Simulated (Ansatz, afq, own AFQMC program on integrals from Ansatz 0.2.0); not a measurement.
# Where AFQMC and coupled cluster stand for B$_{2}$H$_{5}$, doublet

```tsv
atom	x (Å)	y (Å)	z (Å)
B	-1.3387	0.0000	0.0000
H	-1.9354	1.0336	0.0000
H	-1.9354	-1.0336	0.0000
H	0.0403	0.0000	0.0000
B	1.3493	0.0000	0.0000
H	1.8584	0.0000	1.0770
H	1.8584	0.0000	-1.0770
```

Basis cc-pVDZ. Only valence electrons are correlated. Integrals, coupled cluster, full CI and functionals: Ansatz 0.2.0; the random walks run on the same integrals in our own AFQMC program. The CISD trial takes its coefficients from CCSD amplitudes. Released means that phaseless walkers are propagated on without the constraint, phases kept. ± is one standard error of the sampling.

Determinant: UHF, the one that the program's search chose, which needn't be the lowest solution. The geometry is a point of a scan.

No full CI on the walks' own integrals is used here; CCSDT(Q) serves as the reference and is uncertain by about the last step of the cluster series.

```
T1 diagnostic                               : 0.0111
weight of the determinant in the CISD state : 0.890
⟨S²⟩ of the determinant                     : 0.767
size of the correlated space                : 11 electrons in 51 orbitals
```

**Question.** Estimate: order these by the size of their error in total energy against CCSDT(Q), smallest first.
A. CCSD(T)
B. MP2
C. AFQMC with the constraint released
D. CCSD

**Answer.** C (4.6 ± 5.0 meV), A (31.1 meV), D (154.9 meV), B (1347.1 meV).

Reference: CCSDT(Q), correlation energy -6.146 eV. The released energy is read at 2.40 1/Eh (meV from the phaseless value at times in 1/Eh: 0.7 ± 2.0 at 0.24, -3.1 ± 2.2 at 0.51, -2.8 ± 2.4 at 0.99, -2 ± 3 at 1.62, 1 ± 5 at 2.40).

A walk keeps the symmetry of its determinant, which the program's search chose and which needn't be the lowest solution, so a lower state of the same spin and another symmetry isn't excluded. Released energies are given only where the last usable release times agree within the noise; a slower fall can still hide under it.
